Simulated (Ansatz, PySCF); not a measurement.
CH3O, SMILES [OH+]=C, charge +1. Atoms are numbered in the order given.

```xyz
5

C     -0.0342    -0.6229     0.0000
O      0.1251     0.6068     0.0000
H      0.8784    -1.2211     0.0000
H     -1.0294    -1.0757     0.0000
H     -0.6937     1.1482     0.0000
```
Charge +1, spin multiplicity 1.

Geometry: PBE0-D3(BJ)/def2-TZVP. The isomer is the one that the SMILES or the coordinates give; other isomers of the formula were not compared.

Two levels are set side by side: PBE-D3(BJ)/def2-TZVP (PySCF) and PBE0-D3(BJ)/def2-TZVP (Ansatz, an electronic-structure program). Each level has its own optimised geometry; the coordinates shown are those of the second. Frequencies come from the Hessian of PySCF at each geometry. Differences are taken from unrounded values.

```csv
quantity,PBE0-D3(BJ),PBE-D3(BJ),PBE-D3(BJ) minus PBE0-D3(BJ)
mean bond length (Å),1.102,1.112,0.010
bond C1–O2 (Å),1.240,1.254,0.014
bond C1–H3 (Å),1.091,1.099,0.007
bond C1–H4 (Å),1.093,1.101,0.008
bond O2–H5 (Å),0.982,0.994,0.013
highest harmonic wavenumber (cm⁻¹),3612,3448,-164
mean harmonic wavenumber (cm⁻¹),1987,1918,-68
zero-point energy (kcal/mol),25.56,24.68,-0.88
```

GGA bonds tend to be longer and softer than those of functionals with exact exchange. Differences between two approximate levels are no errors against the true value.
